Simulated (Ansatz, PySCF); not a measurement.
Species: C$_{4}$H$_{3}$S, charge 0, multiplicity 2. It need not be the lowest isomer of its formula. SMILES: [c]1cccs1
Geometry: optimised at B3LYP-D3(BJ)/def2-TZVP (Ansatz, a first-principles code).

Property: atomisation energy (electronic, to ground-state atoms), in kcal/mol. Correlated levels leave the core frozen unless marked. Open shells are spin-unrestricted. Spin-orbit coupling is left out. Non-relativistic. The coupled-cluster limit lacks core correlation, which all-electron functionals hold. Basis-set limits of correlation are two-point, X^-3; Hartree-Fock from the larger set. [CCSD(T)-MP2]/basis is that difference in the basis named.

```tsv
level	program	atomisation energy (kcal/mol)
revPBE-D4/def2-TZVPD	Ansatz + dftd4	856.8
B3LYP-D3(BJ)/def2-TZVPD	Ansatz + dftd3	839.6
BHLYP-D3(BJ)/def2-TZVPD	Ansatz + dftd3	807.0
TPSSh-D3(BJ)/def2-TZVPD	PySCF + dftd3	845.9
HSE06-D4/def2-TZVPD	Ansatz + dftd4	859.6
wB97M-V/def2-TZVPD	Ansatz	841.0
CCSD/STO-3G	Ansatz	833.4
CCSD(T)/STO-3G	Ansatz	838.1
CCSD(T)/6-31G	Ansatz	697.6
RI-MP2/CBS(cc-pV(T+d)Z,cc-pV(Q+d)Z)+[CCSD(T)-MP2]/cc-pV(T+d)Z	Ansatz	834.7
```

The UHF reference is spin-contaminated (<S^2> 0.38 over the pure value in the largest basis).
